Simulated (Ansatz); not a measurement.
Cost and result for the atomization energy of CH3AlO (6 atoms, 6 bonds).

Cartesian coordinates in Å:
```
O 0.142 0.033 -1.244
C 1.002 -0.247 -0.380
Al -0.663 0.148 0.532
H 2.013 -0.498 -0.746
H -0.883 1.640 0.996
H -1.610 -1.075 0.842
```

Charge 0, multiplicity 1. The bonds changed during the relaxation, so this is another structure than the one it started from. All single points use the PBE0-D4/def2-TZVP geometry. Program: Ansatz. All runs use 2 threads of an Arm Neoverse V2 on a shared host. Times are those of one run each, without the atoms' runs, and a repeat can differ threefold. Electronic energies, without spin–orbit coupling; frozen cores. CCSD(T)/CBS adds CCSD(T) − MP2 in def2-TZVPP to the MP2 limit, and its time is that of the two runs behind it. T1 = 0.017.

CCSD(T)/CBS is a level of theory with its own doubt, some kJ/mol a heavy atom from the limit and from the frozen cores, so smaller differences don't rank the functionals.

```
                           level  functions  wall time  atomization (kJ/mol)  difference from CCSD(T)/CBS  per bond
                CCSD(T)/def2-SVP         61     0.65 s                1893.9                       -107.9     -18.0
          LDA (SPW92)/def2-TZVPP        146      0.7 s                2287.5                        285.7      47.6
              BLYP-D4/def2-TZVPP        146      1.1 s                1998.7                         -3.1      -0.5
 PBE-D4/def2-TZVPP (with forces)        146      1.4 s                2030.0                         28.2       4.7
              PBE0-D4/def2-TZVPP        146      1.4 s                1976.3                        -25.5      -4.2
             BHLYP-D4/def2-TZVPP        146      1.6 s                1912.1                        -89.7     -14.9
         CAM-B3LYP-D4/def2-TZVPP        146      1.6 s                2002.1                          0.3       0.0
           r2SCANh-D4/def2-TZVPP        146      2.8 s                1981.8                        -20.0      -3.3
               B97M-V/def2-TZVPP        146      5.5 s                2022.7                         20.9       3.5
ωB97M-V/def2-TZVPP (with forces)        146        6 s                2006.4                          4.6       0.8
                  MP2/def2-QZVPP        274        6 s                2018.0                         16.2       2.7
              CCSD(T)/def2-TZVPP        146       11 s                1944.3                        -57.5      -9.6
               CCSD(T)/CBS(def2)          –       17 s                2001.8                          0.0       0.0
```

From r2SCAN to r2SCAN0 (25 % exact exchange), in def2-TZVPP and without D4, the atomization energy moves by −51.2 kJ/mol: exact exchange takes away binding that semilocal exchange gives to molecules. In def2-TZVPP, CCSD(T) changes the Hartree–Fock value by +545.9 kJ/mol (the triples alone add +36.4 kJ/mol) and MP2 by +584.9 kJ/mol; breaking electron pairs costs correlation energy, which Hartree–Fock lacks. At CCSD(T), def2-SVP lies −107.9 kJ/mol from the extrapolated value and def2-TZVPP −57.5 kJ/mol: correlation converges slowly with the basis, and small sets miss more of it in the bonded molecule than in its fragments.
